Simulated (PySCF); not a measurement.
Ionisation energies (eV) were calculated with PySCF 2.14 by LDA, PBE0, MP2 (valence), in another order, as differences of total energies without spin-orbit coupling. The measured values are between term centres (NIST).

| species | measured | A | B | C |
| --- | --- | --- | --- | --- |
| Be (x2c-TZVPPall with one added diffuse shell of s type, spin-free X2C) | 9.323 | 8.971 | 8.753 | 9.022 |
| O (x2c-TZVPPall with one added diffuse shell each of s, p, d type, spin-free X2C) | 13.608 | 13.829 | 13.277 | 13.973 |
| F⁺ (x2c-TZVPPall with one added diffuse shell each of s, p, d type, spin-free X2C) | 34.950 | 35.245 | 34.595 | 35.247 |
| P (x2c-TZVPPall with one added diffuse shell each of s, p, d type, spin-free X2C) | 10.526 | 10.520 | 10.471 | 10.569 |
| Br⁺ (x2c-TZVPPall with one added diffuse shell each of s, p, d type, spin-free X2C) | 21.409 | 21.386 | 20.927 | 21.650 |
| I⁺ (x2c-TZVPPall with one added diffuse shell each of s, p, d, f type, spin-free X2C) | 18.750 | 18.748 | 18.282 | 19.066 |
| Hg (x2c-TZVPPall with one added diffuse shell each of s, p, d, f type, spin-free X2C) | 10.438 | 10.185 | 10.366 | 10.878 |
| Tl (x2c-TZVPPall with one added diffuse shell each of s, p, d, f type, spin-free X2C) | 5.464 | 5.437 | 5.171 | 5.575 |

Question: Which column is which method?

Answer: A is PBE0 (mean error -0.02 eV); B is MP2 (valence) (mean error -0.33 eV); C is LDA (mean error 0.19 eV). PBE0, with a quarter of exact exchange, lies close to experiment on average. Valence MP2 in a finite basis recovers only part of the missing correlation, so it stays below experiment on average. LDA overbinds the outer electron and comes out highest.
